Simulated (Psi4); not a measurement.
# One shape, several levels: C3H3NS (thiazole)

Wanted: a comparison of 4 runs (B3LYP/6-31G*, BHLYP/6-31G*, CAM-B3LYP/6-31G*, wB97X/6-31G*) of C3H3NS (thiazole). 

The results are computed with Psi4 1.11.

1 further run of the same task is left out (set aside as unsound or not needed).

### Step 1. The molecule

C3H3NS has 8 atoms, charge 0, and is taken as a singlet. SMILES: `c1cscn1`. The C1–H6 distance was set to 1.623 Å, away from the relaxed value. At this shape a bond of the SMILES string is far longer than usual.

Bond lengths: C1–C2 1.361 Å, C2–S3 1.704 Å, S3–C4 1.716 Å, C1–N5 1.363 Å, C4–N5 1.296 Å, C2–H7 1.079 Å, C4–H8 1.082 Å. Angles: C1–C2–S3 109.5°, C2–C1–N5 115.8°, C2–S3–C4 89.4°, S3–C4–N5 115.0°, C1–N5–C4 110.4°, C1–C2–H7 128.7°, S3–C2–H7 121.8°, S3–C4–H8 121.0°, N5–C4–H8 124.0°. A long bond or contact: C1–H6 1.623 Å.

### Step 2. The energy at B3LYP/6-31G(d) (spherical functions) (run 1)

c3h3ns.xyz reads:

```xyz
8
C3H3NS
C     -0.136016     0.355340     0.207174
C      1.176384     0.041140     0.029274
S      1.297784    -1.421260    -0.837726
C     -0.414516    -1.506660    -0.899526
N     -1.032816    -0.525160    -0.321126
H     -0.675700     1.673200     0.985500
H      2.050184     0.582240     0.356174
H     -0.913916    -2.330660    -1.391526
```

run_ase.py reads:

```python
import numpy as np
from ase.calculators.psi4 import Psi4
from ase.io import read

mol = read('c3h3ns.xyz')
calc = Psi4(atoms=mol, method='b3lyp', basis='6-31G*', memory='1600MB', num_threads=1, charge=0, multiplicity=1, label='psi4-calc')
calc.psi4.set_options({'puream': True, 'e_convergence': 1e-09, 'd_convergence': 1e-08, 'scf_type': 'pk', 'dft_radial_points': 99, 'dft_spherical_points': 590})
mol.calc = calc

print(f'energy: {mol.get_potential_energy():.6f} eV')
```

The run is started by

```console
$ python run_ase.py
```

psi4-calc.dat:

```text
[...]
  Running in c1 symmetry.
[...]
  Nuclear repulsion =  204.444067813760199
[...]
  Multiplicity = 1
[...]
  Nalpha       = 22
  Nbeta        = 22
[...]
    Number of basis functions: 80
[...]
   @RKS iter   1:  -568.63321617779059    1.50269e-01   9.44881e-03 ADIIS/DIIS
[...]
   @RKS iter  13:  -568.96073055944908   -4.88853e-12   3.89421e-09 DIIS
[...]
  @RKS Final Energy:  -568.96073055944908
   => Energetics <=
    Nuclear Repulsion Energy =            204.4440678137601992
    One-Electron Energy =               -1185.1777724727710392
    Two-Electron Energy =                 452.0660966257404993
    DFT Exchange-Correlation Energy =     -40.2931225261787844
    Empirical Dispersion Energy =           0.0000000000000000
    VV10 Nonlocal Energy =                  0.0000000000000000
    Total Energy =                       -568.9607305594491891
[...]
 Multipole Moments:
 ------------------------------------------------------------------------------------
     Multipole            Electronic (a.u.)      Nuclear  (a.u.)        Total (a.u.)
 ------------------------------------------------------------------------------------
 L = 1.  Multiply by 2.5417464519 to convert [e a0] to [Debye]
 Dipole X            :          1.3264445           -0.6988789            0.6275656
 Dipole Y            :         -2.2625159            2.1019474           -0.1605685
 Dipole Z            :         -1.3340205            1.2428878           -0.0911327
 Magnitude           :                                                    0.6541605
[...]
```

Standard output:

```text
energy: -15482.210072 eV
```

Wall time 16 s (1 thread of Intel Xeon Platinum 8488C (Sapphire Rapids), shared host); peak memory 0.76 GiB.

### Step 3. The energy at BHLYP/6-31G(d) (spherical functions) (run 2)

input.dat reads:

```
memory 1600 MB

molecule mol {
  0 1
  C
  C 1 1.361163
  S 2 1.704418 1 109.4639
  C 3 1.715542 2 89.42383 1 -0.00079
  N 4 1.296219 3 114.98198 2 0.00024
  H 1 1.6229 2 124.80294 3 -179.99336
  H 2 1.078508 1 128.73673 5 -179.99176
  H 4 1.081869 5 124.01832 1 179.98931
  units angstrom
  symmetry c1
  no_reorient
  no_com
}

set globals {
  basis                6-31G*
  puream               true
  e_convergence        1e-09
  d_convergence        1e-08
  scf_type             pk
  dft_radial_points    99
  dft_spherical_points 590
}

energy('bhhlyp')
print_variables()
```

The run is started by

```console
$ psi4 input.dat output.dat -n 1
```

output.dat:

```text
[...]
  Running in c1 symmetry.
[...]
  Nuclear repulsion =  204.444052765129584
[...]
  Multiplicity = 1
[...]
  Nalpha       = 22
  Nbeta        = 22
[...]
    Number of basis functions: 80
[...]
   @RKS iter   1:  -568.65365060965689   -9.11378e-02   6.87172e-03 DIIS/ADIIS
[...]
   @RKS iter  13:  -568.82956736502035   -3.86535e-12   4.96201e-09 DIIS
[...]
  @RKS Final Energy:  -568.82956736502035
   => Energetics <=
    Nuclear Repulsion Energy =            204.4440527651295838
    One-Electron Energy =               -1185.0037527095198584
    Two-Electron Energy =                 437.4473405368067347
    DFT Exchange-Correlation Energy =     -25.7172079574368198
    Empirical Dispersion Energy =           0.0000000000000000
    VV10 Nonlocal Energy =                  0.0000000000000000
    Total Energy =                       -568.8295673650204662
[...]
 Multipole Moments:
 ------------------------------------------------------------------------------------
     Multipole            Electronic (a.u.)      Nuclear  (a.u.)        Total (a.u.)
 ------------------------------------------------------------------------------------
 L = 1.  Multiply by 2.5417464519 to convert [e a0] to [Debye]
 Dipole X            :          0.0000688           -0.0001205           -0.0000518
 Dipole Y            :         -2.1688130            2.1691179            0.0003049
 Dipole Z            :          1.9966131           -1.3214808            0.6751323
 Magnitude           :                                                    0.6751323
[...]
```

It took 15 s on 1 thread of Intel Xeon Platinum 8488C (Sapphire Rapids), shared host; peak memory 0.75 GiB.

Run 3 isn't shown in full; the table further down has it.

### Step 4. A single-point energy at wB97X/6-31G(d) (spherical functions) (run 4)

c3h3ns.xyz is that of step 2.

c3h3ns_ase.py reads:

```python
import numpy as np
from ase.calculators.psi4 import Psi4
from ase.io import read

atoms = read('c3h3ns.xyz')
calc = Psi4(atoms=atoms, method='wb97x', basis='6-31G*', memory='1600MB', num_threads=1, charge=0, multiplicity=1, label='c3h3ns')
calc.psi4.set_options({'puream': True, 'e_convergence': 1e-09, 'd_convergence': 1e-08, 'scf_type': 'pk', 'dft_radial_points': 99, 'dft_spherical_points': 590})
atoms.calc = calc

print(f'energy: {atoms.get_potential_energy():.6f} eV')
```

The run is started by

```console
$ python c3h3ns_ase.py
```

c3h3ns.dat:

```text
[...]
  Running in c1 symmetry.
[...]
  Nuclear repulsion =  204.444067813760199
[...]
  Multiplicity = 1
[...]
  Nalpha       = 22
  Nbeta        = 22
[...]
    Number of basis functions: 80
[...]
   @RKS iter   1:  -568.75772653815920   -2.45757e-01   6.08212e-03 ADIIS/DIIS
[...]
   @RKS iter  14:  -568.89238098616420   -2.04636e-12   7.74889e-09 DIIS
[...]
  @RKS Final Energy:  -568.89238098616420
   => Energetics <=
    Nuclear Repulsion Energy =            204.4440678137601992
    One-Electron Energy =               -1185.0600938584616415
    Two-Electron Energy =                 448.1385573635434980
    DFT Exchange-Correlation Energy =     -36.4149123050062542
    Empirical Dispersion Energy =           0.0000000000000000
    VV10 Nonlocal Energy =                  0.0000000000000000
    Total Energy =                       -568.8923809861641985
[...]
 Multipole Moments:
 ------------------------------------------------------------------------------------
     Multipole            Electronic (a.u.)      Nuclear  (a.u.)        Total (a.u.)
 ------------------------------------------------------------------------------------
 L = 1.  Multiply by 2.5417464519 to convert [e a0] to [Debye]
 Dipole X            :          1.3376167           -0.6988789            0.6387378
 Dipole Y            :         -2.2497916            2.1019474           -0.1478443
 Dipole Z            :         -1.3263978            1.2428878           -0.0835100
 Magnitude           :                                                    0.6609219
[...]
```

Standard output:

```text
energy: -15480.350185 eV
```

Wall time 20 s (1 thread of Intel Xeon Platinum 8488C (Sapphire Rapids), shared host); peak memory 0.8 GiB.

### Step 5. The series

```
run                                   level      task  energy (Eh)  dipole moment (D)  HOMO energy (eV)  LUMO energy (eV)  wall time
  1      B3LYP/6-31G* (spherical functions)    energy  -568.960731               1.66             -6.99             -0.77       16 s
  2      BHLYP/6-31G* (spherical functions)    energy  -568.829567               1.72             -8.13              0.49       15 s
  3  CAM-B3LYP/6-31G* (spherical functions)  gradient  -568.857759               1.67             -8.49              0.60       27 s
  4      wB97X/6-31G* (spherical functions)    energy  -568.892381               1.68             -9.55              1.55       20 s
```

### Step 6. Results

| quantity | value |
| --- | --- |
| run 4: total energy | -568.89238 Eh |
| run 4: dipole moment | 1.68 D |
| run 4: HOMO energy | -9.55 eV |
| run 4: LUMO energy | 1.55 eV |
| run 4: HOMO–LUMO gap | 11.10 eV |

In words: The dipole moment (its size) runs from 1.66 D (B3LYP/6-31G*) to 1.72 D (BHLYP/6-31G*). The HOMO–LUMO gap runs from 6.22 eV (B3LYP/6-31G*) to 11.10 eV (wB97X/6-31G*). Totals of different functionals can't be ranked against each other. All runs together took 78 s, the longest 27 s.
